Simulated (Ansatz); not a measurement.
Geometry optimisation, RKS B3LYP-D4/6-31G* in Ansatz 0.2.0.

Input file:

```yaml
crystal:
  periodic: [false, false, false]
  atoms:
    - { symbol: B, position_ang: [-0.051021, -0.491896, -0.398578] }
    - { symbol: C, position_ang: [-0.029571, -0.090763, 2.379277] }
    - { symbol: H, position_ang: [-0.940455, -0.020893, 2.977814] }
    - { symbol: H, position_ang: [0.826137, -0.317836, 3.018732] }
    - { symbol: H, position_ang: [0.142951, 0.859967, 1.870296] }
    - { symbol: H, position_ang: [1.055617, -0.06523, -0.411783] }
    - { symbol: H, position_ang: [-1.041803, 0.160446, -0.423684] }
    - { symbol: Cl, position_ang: [-0.245723, -2.301203, -0.513837] }
    - { symbol: H, position_ang: [-0.150131, -0.919392, 1.661363] }
basis:
  gaussian: { orbitals: "6-31G*" }
hamiltonian:
  xc: b3lyp
  dispersion: d4
relax:
  f_tol: 0.03
  max_steps: 50
output:
  orbitals: {}
```

Command:

```bash
$ ansatz run input.yaml --threads 1 --pin off --max-ram 2048MiB --backend cpu --events-out ev --progress --plain --runs-dir out
```

**Question.** Where does it end, and by what steps?

**Answer.** The run converged. The force dipped under the threshold on the way, but the program's further checks kept it going. After 9 steps the energy has fallen by 0.152 eV; H9 moved furthest, 0.56 Å.

```tsv
step	energy less start (eV)	largest force component (eV/Å)	accepted
0	0.0000	1.112	yes
1	-0.0861	0.802	yes
2	-0.1159	0.598	yes
3	-0.1357	0.343	yes
4	-0.1402	0.291	yes
5	-0.1492	0.067	yes
6	-0.1506	0.081	yes
7	-0.1514	0.006	yes
8	-0.1332	0.553	no
9	-0.1516	0.017	yes
```

```xyz
9
Properties=species:S:1:pos:R:3
B -0.048 -0.512 -0.748
C -0.035 -0.102 2.640
H -0.919 0.159 3.227
H 0.846 -0.121 3.287
H 0.111 0.646 1.855
H 1.056 -0.072 -0.726
H -1.030 0.158 -0.732
Cl -0.240 -2.253 -0.836
H -0.176 -1.090 2.193
```

Whether the end is a true minimum wasn't checked by a vibrational analysis.

The run took 24 s on 1 thread of Arm Neoverse V1 (shared host), peak memory 0.13 GiB.
